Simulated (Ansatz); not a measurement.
**Worked example: PF, quintet against PF, triplet**

Geometry (PBE0/def2-TZVP stationary point of a triplet), kept for both states (PF, triplet: Σ⁻; PF, quintet: Σ⁻):

```xyz
2

F     0.0000    0.0000    0.0000
P     0.0000    0.0000    1.5934
```

Basis 6-31G; Ansatz 0.2.0. Correlated methods freeze the noble-gas cores. Prefix R: restricted or restricted open-shell reference; prefix U: unrestricted.

Full CI is exact within this basis and frozen core; it isn't the basis-set limit. The frozen core follows each run's orbitals, which can shift R against U totals by a few meV.

```json
{"level": "UHF", "E(PF, triplet) (hartree)": "-440.088035", "E(PF, quintet) (hartree)": "-439.822506"}
{"level": "UMP2", "E(PF, triplet) (hartree)": "-440.239420", "E(PF, quintet) (hartree)": "-439.957211"}
{"level": "UCCSD(T)", "E(PF, triplet) (hartree)": "-440.246366", "E(PF, quintet) (hartree)": "-439.964704"}
{"level": "PBE", "E(PF, triplet) (hartree)": "-440.823331", "E(PF, quintet) (hartree)": "-440.534084"}
{"level": "wB97M-V", "E(PF, triplet) (hartree)": "-441.030110", "E(PF, quintet) (hartree)": "-440.726576"}
{"level": "full CI", "E(PF, triplet) (hartree)": "-440.247073", "E(PF, quintet) (hartree)": "-439.965388"}
```

Problem. Give the vertical gap, PF quintet less PF triplet, at each level in eV (1 hartree = 27.2114 eV), and each error against full CI.

Solution. full CI: (-439.965388 − (-440.247073)) × 27.2114 = 7.665 eV (the reference)
wB97M-V: (-440.726576 − (-441.030110)) × 27.2114 = 8.260 eV, error 0.595 eV
PBE: (-440.534084 − (-440.823331)) × 27.2114 = 7.871 eV, error 0.206 eV
UCCSD(T): (-439.964704 − (-440.246366)) × 27.2114 = 7.664 eV, error -0.001 eV
UMP2: (-439.957211 − (-440.239420)) × 27.2114 = 7.679 eV, error 0.014 eV
UHF: (-439.822506 − (-440.088035)) × 27.2114 = 7.225 eV, error -0.440 eV

Total energies of functionals can't be set beside those of wave-function methods, since they hold the core's correlation and their own absolute errors; only the differences compare.

The set has no polarisation functions, so the order and spacing of states can differ from the basis-set limit.

In so small a basis the reference is far from its limit while semilocal and hybrid functionals are nearer theirs, so the functionals' errors here hold much of the reference's basis and frozen-core error, which can add to them or hide them.

Each level lands on the state that its own search finds. T1 diagnostics of restricted CCSD: 0.021 and 0.021.
